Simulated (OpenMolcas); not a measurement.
# How basis sets differ on CH3FSi (SMILES F[C][SiH3])

CH3FSi has 6 atoms, charge 0, and is taken as a triplet. As SMILES, `F[C][SiH3]`. Geometry: relaxed at GFN2-xTB.

Each level gives the dipole moment (D). The values are calculated.

| level | kind | program | value (D) |
| --- | --- | --- | --- |
| ROHF/ANO-RCC-MB (DKH2) | Hartree–Fock | OpenMolcas | 1.75 |
| UHF/STO-3G | Hartree–Fock | OpenMolcas | 1.09 |
| UHF/3-21G | Hartree–Fock | OpenMolcas | 1.78 |
| UHF/def2-SVP | Hartree–Fock | OpenMolcas | 1.49 |
| UHF/6-31G** (RICD fitting, Cartesian functions) | Hartree–Fock | OpenMolcas | 1.44 |
| UHF/pc-2 (Cholesky decomposition) | Hartree–Fock | OpenMolcas | 1.45 |

The values span 1.09 to 1.78 D. Sets without polarisation functions give poor dipoles. Without the sets that lack polarisation functions the rows with a basis span only 1.44 to 1.49 D.
